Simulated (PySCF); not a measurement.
Gas-phase reaction: 2 B + 2 C₃H₆ (propylene) + 3 H₂ → 2 B(CH₃)₃

Method: PySCF energies plus ideal-gas RRHO corrections (1 bar). † marks an energy on the PBE0/def2-TZVP geometry and frequencies; other levels use their own. Open shells (unrestricted): B (multiplicity 2); the rest are closed-shell singlets. Spin-orbit splitting is ignored; it lowers the true energy and changes the entropy of B.

HF/def2-TZVP† gives ΔH°(298 K) = -1238 kJ.

Question: What do PBE0/def2-TZVP, PBE/def2-SVP, BLYP/def2-TZVP† give?

Answer: PBE0/def2-TZVP: -1494 kJ; PBE/def2-SVP: -1516 kJ; BLYP/def2-TZVP†: -1350 kJ. For scale, ΔH°(298 K) is -1238 kJ at this level, -1459 kJ at ωB97M-V/def2-TZVP†, and runs from -1676 to -1238 kJ over the 18 levels computed.
